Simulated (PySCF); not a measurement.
Molfile (atoms numbered from 1):
```
C3H4F2O
     RDKit          3D

 10 10  0  0  0  0  0  0  0  0999 V2000
   -0.3596   -1.4378    1.6320 F   0  0  0  0  0  0  0  0  0  0  0  0
    0.0964   -0.2118    1.2264 C   0  0  0  0  0  0  0  0  0  0  0  0
    0.4254   -0.2769   -0.2385 C   0  0  2  0  0  0  0  0  0  0  0  0
    0.7798    0.9678   -0.8469 O   0  0  0  0  0  0  0  0  0  0  0  0
   -0.4080    0.3940   -1.2289 C   0  0  2  0  0  0  0  0  0  0  0  0
   -1.5193    1.0358   -0.8263 F   0  0  0  0  0  0  0  0  0  0  0  0
    1.0036    0.0432    1.8004 H   0  0  0  0  0  0  0  0  0  0  0  0
   -0.6723    0.5533    1.4153 H   0  0  0  0  0  0  0  0  0  0  0  0
    1.0405   -1.1378   -0.5358 H   0  0  0  0  0  0  0  0  0  0  0  0
   -0.5003    0.0646   -2.2716 H   0  0  0  0  0  0  0  0  0  0  0  0
  1  2  1  0
  2  3  1  0
  3  4  1  0
  4  5  1  0
  5  6  1  0
  5  3  1  0
  2  7  1  0
  2  8  1  0
  3  9  1  6
  5 10  1  6
M  END
```

Geometry: PBE0-D3(BJ)/def2-SVP; GIAO shifts from PySCF 2.14.0 with density-fitted response routines, gas phase, non-relativistic, averaged over equivalent atoms.

At PBE0/pcSseg-1 (122 basis functions, 12 s wall time on 1 thread of an x86-64 server CPU, shared host):
| atoms | δ (ppm) |
| --- | --- |
| F6 | -181.7 |
| F1 | -260.8 |
| C5 | 88.7 |
| C2 | 78.8 |
| C3 | 51.3 |
| O4 | 65.3 |
| H10 | 5.31 |
| H7 | 4.79 |
| H8 | 4.33 |
| H9 | 2.76 |

δ = σ(ref) − σ, references computed at the same level: $^{19}$F (177.25 ppm) vs CFCl3; TMS for $^{13}$C (184.41 ppm) and $^{1}$H (31.27 ppm); $^{17}$O (334.56 ppm) against H2O.

**Question.** Estimate the result of repeating the calculation with KT2/pcSseg-2.

**Answer.** 
```tsv
atoms	δ at KT2/pcSseg-2	change
F6	-207.0	-25.3
F1	-283.4	-22.6
C5	92.5	+3.8
C2	81.3	+2.5
C3	54.0	+2.7
O4	70.8	+5.5
H10	5.50	+0.19
H7	4.73	-0.06
H8	4.31	-0.02
H9	2.74	-0.02
```

Referencing at the same level of theory: $^{19}$F (136.34 ppm) vs CFCl3; $^{13}$C (182.28 ppm), $^{1}$H (31.18 ppm) vs TMS; H2O for $^{17}$O (324.36 ppm).

The largest change is at F6 (fluorine on an sp3 carbon). Cost: 272 basis functions, 54 s wall time on 1 thread of an x86-64 server CPU, shared host. The order of the carbon signals is the same at both levels.

Unscaled 19F shifts against computed CFCl3 carry errors that often reach 10 to 50 ppm. Experimental scales use liquid or dissolved standards, which lie at an offset from isolated H2O (liquid H2O: subtract about 36 ppm).
